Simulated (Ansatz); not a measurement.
A nudged elastic band was laid between two geometries of C3H4FNO (10 atoms, charge 0, multiplicity 1).

Level of theory: RKS r2SCAN/STO-3G in Ansatz.

```yaml
movable_images: 5
climbing_image: yes
spring: 5.0 eV/Å²
optimiser: quadratic models (default)
start_path: IDPP
force_threshold: 0.05 eV/Å
iteration_limit: 54
end_points: relaxed
```

First end point:

```xyz
10
Properties=species:S:1:pos:R:3
C 0.379 -1.396 0.237
C 0.045 -0.108 0.485
O -0.091 0.502 1.750
C -0.240 0.896 -0.622
N -0.198 0.554 -1.901
F -0.533 2.155 -0.154
H 0.451 -1.742 -0.796
H 0.580 -2.106 1.043
H 0.126 -0.270 2.387
H -0.435 1.464 -2.426
```

Last end point:

```xyz
10
Properties=species:S:1:pos:R:3
C 0.387 -1.483 0.172
C 0.061 -0.188 0.404
O -0.066 0.437 1.657
C -0.215 0.786 -0.730
N -0.499 2.057 -0.488
F -0.137 0.222 -1.981
H 0.455 -1.852 -0.852
H 0.586 -2.185 0.986
H 0.150 -0.332 2.302
H -0.639 2.487 -1.466
```

Question: What changes between the two ends?

Answer: No bond is made or broken. The dihedral O3–C2–C4–F6 goes from 1 to -178°.

Question: What energy profile does the band end with?

Answer: The forces met the threshold. The highest image is number 3 of 0 to 6, 0.213 eV above the first end and 0.207 eV above the last; the last end lies 0.006 eV above the first. A vibrational analysis at the climbing image gives one clearly imaginary mode, 68i cm⁻¹: a first-order saddle point. Limits of this set-up: minimal basis.

```csv
image,path coordinate (Å),energy (eV),dihedral O3–C2–C4–F6 (°)
0,0.00,0.000,1
1,0.85,0.047,-29
2,1.70,0.156,-60
3,2.55,0.213,-92
4,3.33,0.164,-122
5,4.11,0.061,-151
6,4.89,0.006,-178
```

Question: What is the geometry of the highest image?

Answer: 
```xyz
10
Properties=species:S:1:pos:R:3
C -0.307 -1.422 0.378
C 0.110 -0.140 0.441
O 0.801 0.460 1.514
C -0.146 0.874 -0.685
N 0.739 1.074 -1.644
F -1.356 1.524 -0.590
H -0.836 -1.797 -0.500
H -0.116 -2.126 1.193
H 0.906 -0.323 2.169
H 0.289 1.825 -2.274
```

Question: What are the harmonic wavenumbers there?

Answer: 68i, 221, 227, 358, 513, 544, 654, 668, 742, 789, 831, 926, 1034, 1162, 1277, 1447, 1542, 1589, 1715, 1819, 3409, 3436, 3574, 3714 cm⁻¹.

Time of the run: 3.9 min on 1 thread of Intel(R) Xeon(R) Processor @ 2.50GHz (Skylake/Cascade Lake), with other jobs on the host, peak memory 0.13 GiB.
